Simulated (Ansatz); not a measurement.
Results of PBEsol (PAW; Ansatz, a quantum-chemistry and plane-wave program) for diamond-structure Ge.

Settings: plane-wave cutoff 500 eV, 18×18×1 k mesh (along the axes of the cell as run), Fermi–Dirac smearing 0.05 eV, scalar-relativistic PAW data made under PBE.

Give the computed surface energy of the (111) face and work function of the (111) face.


surface energy of the (111) face: 1.24 J/m²
work function of the (111) face: 4.63 eV

The slab of 12 atoms is relaxed and unreconstructed.

The result took very roughly 8 core-minutes.
